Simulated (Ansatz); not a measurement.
System: Sb2O3 (Pccn, No. 56). Method: PBEsol (Ansatz, a program for electronic structure, PAW).

Settings: plane-wave cutoff 520 eV, 8×6×4 k mesh (along the axes of the cell as run), Fermi–Dirac smearing 0.01 eV, scalar-relativistic PAW data made under PBE.

Cell (relaxed at this level):

```cif
data_O12Sb8
_chemical_formula_sum 'Sb8 O12'
_space_group_name_H-M_alt 'P 1'
_space_group_IT_number 1
_cell_length_a 4.92899
_cell_length_b 5.40274
_cell_length_c 12.33571
_cell_angle_alpha 90.000
_cell_angle_beta 90.000
_cell_angle_gamma 90.000
loop_
_space_group_symop_operation_xyz
  'x, y, z'
loop_
_atom_site_label
_atom_site_type_symbol
_atom_site_fract_x
_atom_site_fract_y
_atom_site_fract_z
_atom_site_occupancy
Sb1 Sb 0.53957 0.17808 0.62721 1
Sb2 Sb 0.03957 0.32192 0.37279 1
Sb3 Sb 0.46043 0.32192 0.12721 1
Sb4 Sb 0.96043 0.17808 0.87279 1
Sb5 Sb 0.46043 0.82192 0.37279 1
Sb6 Sb 0.96043 0.67808 0.62721 1
Sb7 Sb 0.53957 0.67808 0.87279 1
Sb8 Sb 0.03957 0.82192 0.12721 1
O1 O 0.75000 0.00601 0.75000 1
O2 O 0.25000 0.49399 0.25000 1
O3 O 0.25000 0.99399 0.25000 1
O4 O 0.75000 0.50601 0.75000 1
O5 O 0.64507 0.84916 0.55690 1
O6 O 0.14507 0.65084 0.44310 1
O7 O 0.35493 0.65084 0.05690 1
O8 O 0.85493 0.84916 0.94310 1
O9 O 0.35493 0.15084 0.44310 1
O10 O 0.85493 0.34916 0.55690 1
O11 O 0.64507 0.34916 0.94310 1
O12 O 0.14507 0.15084 0.05690 1
```

### Question
What does this level give for the bulk modulus, band gap and pressure derivative B′ of the bulk modulus?

### Answer

- bulk modulus = 25.5 GPa
- band gap = 1.98 eV
- pressure derivative B′ of the bulk modulus = 9.4

Note: the relaxation could not lower the start's symmetry, so the cell can be a saddle point above a distorted one; the bulk modulus comes from volumes at which shape and atoms were relaxed.

Spin–orbit coupling is not included.

The computed numbers hold no vibrational or temperature effects.
